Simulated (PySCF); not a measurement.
# AlN₂: structure of the doublet

The task is one start of a wider search on AlN₂: the doublet, from a PBE0 minimum start. It is relaxed, tested by its Hessian and followed downhill if it is a saddle.

Program: PySCF 2.14.0. Level of theory: PBE0, basis Al def2-TZVP, N def2-TZVP, no relativity, density fitting. These are calculated values, not measurements.

## Step 1: The starting structure

3 atoms, charge 0, spin multiplicity 2.

Bond lengths: Al1–N2 1.982 Å, N2–N3 1.127 Å. Angles: Al1–N2–N3 180.0°.

Coordinates in bohr (charge 0 multiplicity 2):
```
Al    2.4498    0.0000    0.0000
N    -1.2957    0.0000    0.0000
N    -3.4248    0.0000    0.0000
```

## Step 2: Finding the electronic state

The steps below are one call of a driver around PySCF. For each, scf.py gives the equivalent set-up of the SCF; relaxations use the driver's own optimiser. After this first run the driver tries any further starts and a stability analysis.

The input, scf.py:

```python
from pyscf import gto, scf, dft
mol = gto.M(atom='''
Al     1.296400     0.000000     0.000000
N     -0.685630    -0.000000     0.000000
N     -1.812300    -0.000000     0.000000''',
    basis={'Al': 'def2-TZVP', 'N': 'def2-TZVP'},
    charge=0, spin=1)
mf = dft.UKS(mol, xc='PBE0')
mf.grids.atom_grid = (50, 194)
aux = {'Al': 'def2-universal-JKFIT', 'N': 'def2-universal-JKFIT'}
mf = mf.density_fit(auxbasis=aux)
mf.conv_tol = 1e-08
mf.diis_space = 10
mf.max_cycle = 60
mf.init_guess = 'minao'
mf.verbose = 4
mf.kernel()
```

Command:

```console
$ OMP_NUM_THREADS=4 python axn.py task.json out
```

The log of the run:

```text
init E= -351.907287756366
[... the frontier-level lines of each cycle are left out ...]
cycle= 1 E= -351.698373764223  delta_E= 0.209  |g|= 0.0975  |ddm|= 1.22
cycle= 2 E= -351.70141002646  delta_E= -0.00304  |g|= 0.0661  |ddm|= 0.254
cycle= 3 E= -351.701387494645  delta_E= 2.25e-05  |g|= 0.0684  |ddm|= 0.0871
cycle= 4 E= -351.703265396445  delta_E= -0.00188  |g|= 0.0107  |ddm|= 0.0354
cycle= 5 E= -351.703335747059  delta_E= -7.04e-05  |g|= 0.00513  |ddm|= 0.0135
cycle= 6 E= -351.703356707779  delta_E= -2.1e-05  |g|= 0.0026  |ddm|= 0.00768
cycle= 7 E= -351.703366348421  delta_E= -9.64e-06  |g|= 0.000944  |ddm|= 0.00556
cycle= 8 E= -351.703367808012  delta_E= -1.46e-06  |g|= 0.000242  |ddm|= 0.00215
cycle= 9 E= -351.703368009827  delta_E= -2.02e-07  |g|= 9.97e-05  |ddm|= 0.000651
cycle= 10 E= -351.703368045966  delta_E= -3.61e-08  |g|= 2.01e-05  |ddm|= 0.000364
cycle= 11 E= -351.703368047093  delta_E= -1.13e-09  |g|= 5.25e-06  |ddm|= 6.77e-05
Extra cycle  E= -351.703368047095  delta_E= -2.22e-12  |g|= 8.22e-06  |ddm|= 1.05e-05
converged SCF energy = -351.703368047095  <S^2> = 0.75940051  2S+1 = 2.0093785
```

This step, with its further starts and checks, took 6.1 s on 4 threads of Arm Neoverse N1, shared host.

No lower solution of this spin turned up in the test of internal stability.

## Step 3: Relaxation: PBE0 minimum start, doublet

The program finds C∞v symmetry in the start, which this walk keeps. The walk stops when the largest gradient is under 0.0003 Eh/bohr and the energy has settled too.

scf.py, as its differences from that of step 2:

```diff
@@ -3,3 +3,3 @@
-Al     1.296400     0.000000     0.000000
-N     -0.685630    -0.000000     0.000000
-N     -1.812300    -0.000000     0.000000''',
+Al     1.296397     0.000000     0.000000
+N     -0.685633     0.000000     0.000000
+N     -1.812303     0.000000     0.000000''',
@@ -15 +14,0 @@
-mf.init_guess = 'minao'
```

Energy and gradient, step by step:

| step | energy (Eh) | change (kJ/mol) | largest symmetric gradient (Eh/bohr) |
| --- | --- | --- | --- |
| 0 | -351.703368 | 0.00 | 0.00007 |

The walk took 1.3 s.

Geometry (Å) and forces (eV/Å) at some steps:

```
step 0
Al   1.296   0.000   0.000   0.002   0.000   0.000
N   -0.686   0.000   0.000   0.002   0.000   0.000
N   -1.812   0.000   0.000  -0.003   0.000   0.000
```

It settles in C∞v symmetry, 0.0 kJ/mol below the start, after 0 steps: Al–N 1.982 Å, N–N 1.127 Å; Al–N–N 180.0°.

## Step 4: Frequencies

On the finer grid the gradient is checked again; gradients at displacements of ±0.02 bohr then give force constants and infrared intensities.

scf.py, as its differences from that of step 3:

```diff
@@ -9 +9 @@
-mf.grids.atom_grid = (50, 194)
+mf.grids.atom_grid = (75, 302)
@@ -12 +12 @@
-mf.conv_tol = 1e-08
+mf.conv_tol = 1e-10
```

The driver hands on the density of the step before, so the log starts near convergence.

SCF at the final geometry:

```text
init E= -351.70336117667
[... the frontier-level lines of each cycle are left out ...]
cycle= 1 E= -351.70336117667  delta_E= -6.82e-13  |g|= 1.13e-06  |ddm|= 9.22e-07
Extra cycle  E= -351.703361176667  delta_E= 3.01e-12  |g|= 2.65e-06  |ddm|= 1.68e-06
converged SCF energy = -351.703361176667  <S^2> = 0.75940131  2S+1 = 2.0093793
```

The whole step took 37 s.

Geometry: C∞v; Al–N 1.982 Å, N–N 1.127 Å; Al–N–N 180.0°.

Harmonic modes (main isotopes):

```json
{"ω (cm⁻¹)": "149", "IR (km/mol)": "4.0", "μ (u)": "14.32"}
{"ω (cm⁻¹)": "245", "IR (km/mol)": "1.8", "μ (u)": "14.32"}
{"ω (cm⁻¹)": "321", "IR (km/mol)": "0.4", "μ (u)": "18.54"}
{"ω (cm⁻¹)": "1995", "IR (km/mol)": "1010", "μ (u)": "14.01"}
```

No imaginary mode, so this is a minimum.

Here the density breaks the symmetry of the frame, and no labels are given; pairs that should be degenerate can split.

Properties at this point:

```
Dipole moment                                                   : 0.60 D
Highest occupied level                                          : -4.62 eV
Lowest empty level                                              : -2.58 eV
Rotational constants                                            : 0.1722 cm⁻¹
Zero-point energy                                               : 16.2 kJ/mol
Principal polarisabilities                                      : 47.3, 49.1, 98.0 bohr³
Atomisation energy without zero-point energy                    : 963 kJ/mol
Principal traceless quadrupole moments about the centre of mass : -4.53, -0.58, 5.11 D Å
Entropy at 298.15 K and 1 bar (electronic part: spin only)      : 256.0 J/(mol K)
Heat capacity Cp at 298.15 K                                    : 51.4 J/(mol K)
Enthalpy at 298.15 K above 0 K                                  : 12.70 kJ/mol
Rotational symmetry number                                      : 1
Spin squared ⟨S²⟩                                               : 0.759
```

Charges (e) and bond orders:

```
atom  Mulliken  Löwdin  polar tensor  spin (Mulliken)  Mayer order to Al1
 Al1      0.11    0.01          0.10             0.49                   –
  N2     -0.05   -0.02          0.87             0.09                0.79
  N3     -0.06    0.01         -0.97             0.42                0.23
```

Outer orbital energies (eV). α occupied: -74.22, -30.80, -17.55, -13.29, -12.91, -12.90, -7.47, -4.62; empty: -2.58, -1.03, -0.41, 0.39. β occupied: -74.20, -74.12, -30.53, -17.04, -12.80, -12.47, -12.29, -7.13; empty: -2.37, -1.81, -0.28, 0.21.

Mulliken populations on Al1: s 5.93, p 6.84, d 0.10, f 0.02.

## Step 5: Results

| quantity | value |
| --- | --- |
| minimum | doublet, C∞v |
| geometry | Al–N 1.982 Å, N–N 1.127 Å; Al–N–N 180.0° |
| wavenumbers (cm⁻¹) | 149, 245, 321, 1995 |
| dipole moment | 0.60 D |
| highest occupied, lowest empty level (either spin) | -4.62, -2.58 eV |
| polar-tensor charge of Al1 | +0.10 e |
| zero-point energy | 16.2 kJ/mol |
| entropy at 298.15 K | 256.0 J/(mol K) |
| atomisation energy (no zero-point energy) | 963 kJ/mol |
| ⟨S²⟩ | 0.759 |

The molecule stays C∞v, as typed, and the end point is a minimum. The strongest infrared band lies at 1995 cm⁻¹. Only this shape and spin were tried, so other structures or states may lie lower. The SCF density has lower symmetry than the nuclear frame.

The search up to here took 44 s.
